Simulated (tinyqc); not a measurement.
Stretching all distances: RHF, UHF, MP2, CISD and CCSD against full CI in the sto-3g basis, for LiH, spin multiplicity 1. Computed by the program tinyqc with PySCF. All coordinates are multiplied by the scale. c0^2 is the weight of the RHF determinant in the lowest singlet FCI state (UHF is spin-contaminated and may lie near states of higher spin) and n(LUMO) the first natural occupation beyond the occupied space.

Geometry (angstrom):
```
atom,x,y,z
Li,0.0000,0.0000,0.0000
H,0.0000,0.0000,1.3990
```

Full CI energy (hartree) and errors against it (kcal/mol):
```
scale,distance 1-2 (angstrom),E(FCI),RHF,UHF,MP2,CISD,CCSD,<S^2> UHF,c0^2,n(LUMO)
0.8800,1.2311,-7.858572,10.6002,10.6002,3.5672,0.0057,0.0042,0.0000,0.9818,0.0283
1.1300,1.5809,-7.882582,12.6460,12.6460,4.6418,0.0082,0.0065,0.0000,0.9748,0.0415
1.3900,1.9446,-7.865131,17.8440,17.8440,7.3760,0.0129,0.0103,0.0000,0.9537,0.0785
1.6400,2.2944,-7.838432,26.3127,19.5189,12.0096,0.0215,0.0179,0.5816,0.9081,0.1540
1.9000,2.6581,-7.814025,39.4110,12.5343,19.2347,0.0374,0.0328,0.8398,0.8213,0.2950
2.1500,3.0078,-7.798584,55.6161,6.6581,27.4576,0.0568,0.0514,0.9300,0.7175,0.4732
2.6600,3.7213,-7.785912,89.3355,1.5567,36.5347,0.0839,0.0747,0.9864,0.5811,0.7613
```

Estimate the missing row, scale = 2.41.

Computed row:
```
scale   distance 1-2 (angstrom)     E(FCI)      RHF     UHF      MP2    CISD    CCSD  <S^2> UHF    c0^2  n(LUMO)
2.4100                   3.3716  -7.789947  73.5874  3.1819  34.2643  0.0737  0.0665     0.9696  0.6319   0.6421
```

UHF parts from RHF first at scale 1.64 of those listed, where <S^2> leaves zero. The weight c0^2 goes from 0.98 to 0.58 and n(LUMO) from 0.03 to 0.76: static correlation grows as the bonds break into open-shell fragments. The spread of the error along the curve, which distorts its shape, is CCSD 0.1, CISD 0.1, UHF 18.0, MP2 33.0, RHF 78.7 kcal/mol.
